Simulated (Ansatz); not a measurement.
# CH2O2S: the cost of one run

Method: RHF/def2-SVP, in Ansatz 0.2.0.

## (1) The starting structure

Bond lengths: O1–C2 1.353 Å, C2–O3 1.314 Å, C2–S4 1.565 Å, O1–H5 1.023 Å, O3–H6 1.007 Å. Angles: O1–C2–O3 111.8°, O1–C2–S4 123.1°, O3–C2–S4 125.0°, C2–O1–H5 104.5°, C2–O3–H6 106.7°.

As a file:

```xyz
6

O     0.7988    0.4519   -0.5017
C    -0.3174   -0.1265   -0.0002
O    -0.1307   -0.5660    1.2244
S    -1.6383   -0.2933   -0.8232
H     0.5208    0.7831   -1.4285
H     0.8090   -0.3134    1.4831
```

## (2) End point A

input.yaml

```yaml
crystal:
  periodic: [false, false, false]
  atoms:
    - { symbol: O, position_ang: [0.7988, 0.4519, -0.5017] }
    - { symbol: C, position_ang: [-0.3174, -0.1265, -0.0002] }
    - { symbol: O, position_ang: [-0.1307, -0.566, 1.2244] }
    - { symbol: S, position_ang: [-1.6383, -0.2933, -0.8232] }
    - { symbol: H, position_ang: [0.5208, 0.7831, -1.4285] }
    - { symbol: H, position_ang: [0.809, -0.3134, 1.4831] }
basis:
  gaussian: { orbitals: def2-SVP }
hamiltonian:
  xc: hf
relax:
  f_tol: 0.015
  max_steps: 40
output:
  orbitals: {}
```

On the command line:

```sh
$ ansatz run input.yaml --threads 1 --pin off --max-ram 2048MiB --backend cpu --events-out ev --progress --plain --runs-dir out
```

**Question.** How long does this run take on 1 thread of AMD EPYC 7R43 (Zen 3), shared host, and how much memory does it need?

About 12 s, with a peak of 0.14 GiB.
